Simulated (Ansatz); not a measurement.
Two structures of SiH3F, closed shell, reached by relaxing down either side of one saddle point (PBE0-D4/def2-TZVP). Energies are electronic, without zero-point energy. Computed with Ansatz 0.2.0 (basis: def2-TZVPP and def2-QZVPP); correlated methods freeze the cores. Extrapolation: Hartree–Fock as exp(−7.88 √X), correlation as X^−2.97. First:

```
5
angstrom
Si -0.7291 0.0411 0.6638
H 0.3498 -1.3435 -1.2338
F 0.7015 -0.5249 -0.9742
H 0.4808 0.4042 1.5088
H -0.8029 1.4231 0.0356
```

Second:

Si1  (-0.032, -0.004, 0.025)
H2  (-0.697, -1.291, -0.286)
F3  (1.223, 0.162, -0.954)
H4  (0.462, 0.003, 1.422)
H5  (-0.957, 1.130, -0.207)
(Å)

(1) Which bonds change from the first to the second?

(2) Give the saddle point's structure and its height above each. (Judge from chemistry; the value comes from the calculation.)

T1 diagnostic: at most 0.017. The restricted Hartree–Fock reference is unstable towards an unrestricted one at one or more of these structures.

## Answers

(1) SiH₂ + HF → SiH₃F ([F][SiH3]); bonds formed: Si1–H2, Si1–F3; bonds broken: H2–F3.

(2) Computed: 47.5 kJ/mol above the first and 387.2 kJ/mol above the second (CCSD(T) at an estimated basis limit (MP2 extrapolated from triple and quadruple zeta, plus CCSD(T) − MP2 in triple zeta)).
Si1  (-0.450, -0.032, 0.370)
H2  (0.012, -1.146, -0.803)
F3  (0.853, -0.430, -1.041)
H4  (0.470, 0.266, 1.514)
H5  (-0.885, 1.341, -0.040)
(Å)

Losses and insertions of silylenes and their heavier kin drive the gas-phase chemistry of silicon and germanium vapour deposition.

Labels in which every atom is bracketed show which atoms are joined, not bond orders.

For scale, one of the runs: CCSD(T)/def2-TZVPP, 115 basis functions, launched by `ansatz run in.yaml --threads 2 --pin off --events-out ev --progress --plain --max-ram 4352MiB`. The run took about 3.8 s on 2 CPU threads of an Intel Xeon Platinum 8488C (shared host).
